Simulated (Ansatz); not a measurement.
C2H3NO can be A, `C=CN=O`, or B, `NC#CO`.

Isolated molecules relaxed with PBE0-D4/def2-TZVP in Ansatz; ΔE leaves out vibrations. CCSD(T)/CBS is the MP2 limit (def2-TZVPP, def2-QZVPP) plus CCSD(T) − MP2 in def2-TZVPP, frozen cores. Functionals use def2-TZVPP. One conformer a species, not always the lowest.

A:

```xyz
7

C    -1.039   -0.148   -0.221
C     0.188   -0.118    0.288
N     1.176    0.579   -0.456
O     2.266    0.571    0.055
H    -1.856   -0.655    0.277
H    -1.235    0.351   -1.164
H     0.500   -0.579    1.222
```

B:

```xyz
7

N    -1.128   -0.616   -0.935
C    -0.200   -0.075   -0.116
C     0.693    0.363    0.556
O     1.563    0.905    1.374
H    -1.722   -1.308   -0.503
H    -1.663    0.052   -1.469
H     2.457    0.678    1.093
```

(1) Which is lower in electronic energy at CCSD(T)/CBS, and by how much? (An estimate is asked.)

(2) Give E(B) − E(A) in kcal/mol with r2SCAN-D4, ωB97M-V, PBE-D4, B2PLYP, LDA (SPW92), CCSD/def2-TZVPP, PBE0-D4. (An estimate is asked.)

(3) Does the order hold for the free energy at 298.15 K (harmonic terms from PBE0-D4)? (Best estimate.)

Largest T1 diagnostic: 0.015.

Answers

(1) The calculation gave: B, by 11.0 kcal/mol.

(2) The calculation gave: r2SCAN-D4 -10.0, ωB97M-V -12.3, PBE-D4 -8.9, B2PLYP -11.4, LDA (SPW92) -16.8, CCSD/def2-TZVPP -11.2, PBE0-D4 -12.6. None reverses the order clearly.

(3) The calculation gave: Yes: G(B) − G(A) = -10.4 kcal/mol, for one conformer each.

At CCSD(T), def2-SVP lies +5.1 kcal/mol from the extrapolated value and def2-TZVPP +1.9 kcal/mol. From r2SCAN to r2SCAN0 (25 % exact exchange), in def2-TZVPP and without D4, E(B) − E(A) moves by −3.8 kcal/mol.
